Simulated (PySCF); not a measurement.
Compound: tert-butylhydrazine, C₄H₁₂N₂.
SMILES with atom numbers: `[CH3:1][C:2]([CH3:3])([CH3:4])[NH:5][NH2:6]` (hydrogens: H7, H8, H9 on C1; H10, H11, H12 on C3; H13, H14, H15 on C4; H16 on N5; H17, H18 on N6)

The same species was optimised twice, with GFN2-xTB and with PBE0-D3(BJ)/def2-SVP (PySCF), and the same property calculations (PySCF, gas phase) were run on both structures.

| coordinate | GFN2-xTB | PBE0-D3(BJ)/def2-SVP | change |
| --- | --- | --- | --- |
| N5–N6 (Å) | 1.414 | 1.394 | -0.020 |
| C2–C3 (Å) | 1.530 | 1.525 | -0.005 |
| C1–C2 (Å) | 1.531 | 1.527 | -0.004 |
| C2–C4 (Å) | 1.538 | 1.535 | -0.003 |
| C2–N5 (Å) | 1.469 | 1.467 | -0.002 |
| C4–C2–N5 (°) | 113.0 | 112.5 | -0.5 |
| C1–C2–C3 (°) | 109.6 | 109.9 | +0.3 |
| C3–C2–C4 (°) | 109.5 | 109.7 | +0.2 |
| C3–C2–N5 (°) | 105.8 | 106.0 | +0.2 |
| C1–C2–N5 (°) | 108.8 | 108.7 | -0.1 |
| C1–C2–C4 (°) | 110.0 | 110.0 | 0.0 |
| C2–N5–N6 (°) | 118.3 | 118.3 | 0.0 |
| C1–C2–N5–N6 (°) | 57 | 63 | +6 |

Rotational constants: A = 4414, B = 2670, C = 2668 MHz (GFN2-xTB) against A = 4408, B = 2690, C = 2685 MHz (PBE0-D3(BJ)/def2-SVP).

On the GFN2-xTB structure: lowest singlet, TDDFT (eV) 6.23 [CAM-B3LYP/def2-SVPD]; lowest triplet, Tamm–Dancoff (eV) 6.02 [CAM-B3LYP/def2-SVPD]; isotropic polarisability (au) 67.7 [CAM-B3LYP/def2-SVPD]; HOMO (eV) -7.97 [CAM-B3LYP/def2-SVPD]; LUMO (eV) 1.19 [CAM-B3LYP/def2-SVPD]; dipole (D) 1.92 [CAM-B3LYP/def2-SVPD]; HOMO (eV) -6.42 [PBE0/pcSseg-1]; LUMO (eV) 1.17 [PBE0/pcSseg-1]; dipole (D) 1.85 [PBE0/pcSseg-1]; GIAO shielding of C1/C3/C4 (mean) (ppm) 159.1 [PBE0/pcSseg-1]; GIAO shielding of C2 (ppm) 132.3 [PBE0/pcSseg-1]; GIAO shielding of N5 (ppm) 157.2 [PBE0/pcSseg-1]; GIAO shielding of N6 (ppm) 198.7 [PBE0/pcSseg-1].

What do these properties become on the PBE0-D3(BJ)/def2-SVP structure?

| property | level | on GFN2-xTB | on PBE0-D3(BJ)/def2-SVP | change |
| --- | --- | --- | --- | --- |
| lowest singlet, TDDFT (eV) | CAM-B3LYP/def2-SVPD | 6.23 | 6.36 | +0.13 |
| lowest triplet, Tamm–Dancoff (eV) | CAM-B3LYP/def2-SVPD | 6.02 | 6.18 | +0.16 |
| isotropic polarisability (au) | CAM-B3LYP/def2-SVPD | 67.7 | 68.4 | +0.7 |
| HOMO (eV) | CAM-B3LYP/def2-SVPD | -7.97 | -8.06 | -0.09 |
| LUMO (eV) | CAM-B3LYP/def2-SVPD | 1.19 | 1.20 | +0.01 |
| dipole (D) | CAM-B3LYP/def2-SVPD | 1.92 | 1.75 | -0.17 |
| energy, GFN2-xTB geometry as zero (kcal/mol) | CAM-B3LYP/def2-SVPD | 0.0 | -0.9 | -0.9 |
| HOMO (eV) | PBE0/pcSseg-1 | -6.42 | -6.51 | -0.09 |
| LUMO (eV) | PBE0/pcSseg-1 | 1.17 | 1.18 | +0.01 |
| dipole (D) | PBE0/pcSseg-1 | 1.85 | 1.67 | -0.18 |
| energy, GFN2-xTB geometry as zero (kcal/mol) | PBE0/pcSseg-1 | 0.0 | -0.7 | -0.7 |
| GIAO shielding of C1/C3/C4 (mean) (ppm) | PBE0/pcSseg-1 | 159.1 | 157.5 | -1.6 |
| GIAO shielding of C2 (ppm) | PBE0/pcSseg-1 | 132.3 | 133.2 | +0.9 |
| GIAO shielding of N5 (ppm) | PBE0/pcSseg-1 | 157.2 | 163.9 | +6.7 |
| GIAO shielding of N6 (ppm) | PBE0/pcSseg-1 | 198.7 | 202.7 | +4.0 |

The heavy atoms differ by 0.039 Å rms after alignment. Among bonds between heavy atoms N5–N6 changes most (-0.020 Å). Changes are differences of the printed values. Neither structure is proved a minimum here.

Conformer computed: `[CH3:1][C:2]([CH3:3])([CH3:4])[NH:5][NH2:6]`: C1–C2–N5–N6 63°, H–N6–N5–C2 36°, H–N6–N5–C2 -85°.
